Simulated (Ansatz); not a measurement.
The same path of BH4N + H4Si (11 atoms, charge 0, multiplicity 1) was run twice with different band settings. Lost on the way: Si7–H11. Made: B1–Si7, N2–H11.

All numbers below come from RKS B3LYP-D4/6-31G* in Ansatz.

Relaxed end points:

```xyz
11
Properties=species:S:1:pos:R:3
B 0.190 -0.722 -0.032
N -0.071 -0.531 1.324
H -1.006 -0.482 1.709
H 0.653 -0.441 2.025
H 1.328 -0.776 -0.400
H -0.731 -0.827 -0.789
Si -0.362 2.944 1.357
H -1.685 2.342 1.053
H -0.527 4.414 1.521
H 0.591 2.675 0.253
H 0.162 2.379 2.628
```

```xyz
11
Properties=species:S:1:pos:R:3
B 0.220 0.489 0.409
N -0.042 -0.153 1.916
H -1.034 -0.146 2.160
H 0.279 -1.121 1.958
H 1.415 0.407 0.241
H -0.406 -0.220 -0.344
Si -0.438 2.410 0.407
H -1.901 2.554 0.728
H 0.235 3.282 1.433
H -0.242 3.103 -0.902
H 0.454 0.369 2.639
```

Common settings: movable images 5; climbing image yes; optimiser quadratic models (default); start path through a guess of the saddle point; force threshold 0.05 eV/Å; iteration limit 60; end points relaxed.

| run | spring |
| --- | --- |
| 1 | 5.0 eV/Å² |
| 2 | 50.0 eV/Å² |

(1) What does each run give, and how far can it be trusted?

## Answers

(1) Run 1: converged after 43 iterations, highest image 2.242 eV above the first end. Neighbouring images differ by up to 2.1 eV, so the band resolves the path poorly. A vibrational analysis at the climbing image gives one clearly imaginary mode, 1498i cm⁻¹: a first-order saddle point.
Run 2: converged after 38 iterations, highest image 2.242 eV above the first end. Neighbouring images differ by up to 2.1 eV, so the band resolves the path poorly. Another band between the same ends (5 images) ends at a top of the same energy, where a vibrational analysis finds 1 clearly imaginary mode.
The orbitals stay closed-shell, which can raise the energy where a bond breaks towards radicals; this wasn't checked here.
